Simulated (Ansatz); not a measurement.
C$_{4}$H$_{7}$N (`C=CC(C)=N`), relaxed with RKS PBE-D4/def2-SVP in the Gaussian-basis code of Ansatz from a rough embedded geometry. The force threshold is 0.03 eV/Å; the program also tests the step.

Charge 0, multiplicity 1.

Start:

```xyz
12

C    -1.326    0.605    1.250
C    -0.133    0.558    0.805
C     0.126   -0.021   -0.507
C     1.362   -0.982   -0.714
N    -0.550    0.216   -1.583
H    -1.604    1.041    2.236
H    -2.223    0.262    0.663
H     0.717    0.858    1.357
H     2.107   -0.431   -1.307
H     1.038   -1.864   -1.130
H     1.776   -1.141    0.326
H    -1.290    0.899   -1.395
```

```json
{"step": "1", "energy (eV)": "-5738.9403", "largest force (eV/Å)": "4.516", "largest move (Å)": "0.000"}
{"step": "2", "energy (eV)": "-5739.4080", "largest force (eV/Å)": "1.525", "largest move (Å)": "0.075"}
{"step": "3", "energy (eV)": "-5739.4520", "largest force (eV/Å)": "0.525", "largest move (Å)": "0.164"}
{"step": "4", "energy (eV)": "-5739.4607", "largest force (eV/Å)": "0.545", "largest move (Å)": "0.200"}
{"step": "5", "energy (eV)": "-5739.4987", "largest force (eV/Å)": "0.373", "largest move (Å)": "0.096"}
{"step": "6", "energy (eV)": "-5739.5047", "largest force (eV/Å)": "0.568", "largest move (Å)": "0.200"}
{"step": "7", "energy (eV)": "-5739.5279", "largest force (eV/Å)": "0.272", "largest move (Å)": "0.067"}
{"step": "8", "energy (eV)": "-5739.5392", "largest force (eV/Å)": "0.353", "largest move (Å)": "0.172"}
{"step": "9", "energy (eV)": "-5739.5585", "largest force (eV/Å)": "0.150", "largest move (Å)": "0.167"}
{"step": "10 (rejected)", "energy (eV)": "-5739.5487", "largest force (eV/Å)": "0.545", "largest move (Å)": "0.062"}
{"step": "11", "energy (eV)": "-5739.5604", "largest force (eV/Å)": "0.043", "largest move (Å)": "0.031"}
{"step": "12", "energy (eV)": "-5739.5608", "largest force (eV/Å)": "0.026", "largest move (Å)": "0.030"}
```

End:

```xyz
12

C    -1.339    0.845    1.257
C    -0.135    0.512    0.753
C     0.088   -0.163   -0.561
C     1.402   -0.892   -0.701
N    -0.734   -0.161   -1.554
H    -1.436    1.340    2.235
H    -2.274    0.625    0.714
H     0.769    0.715    1.356
H     2.254   -0.187   -0.582
H     1.461   -1.372   -1.695
H     1.514   -1.663    0.091
H    -1.571    0.402   -1.313
```

Run time 7 s (4 threads of an Intel Xeon 6975P-C on a shared host); peak host memory 0.16 GiB.
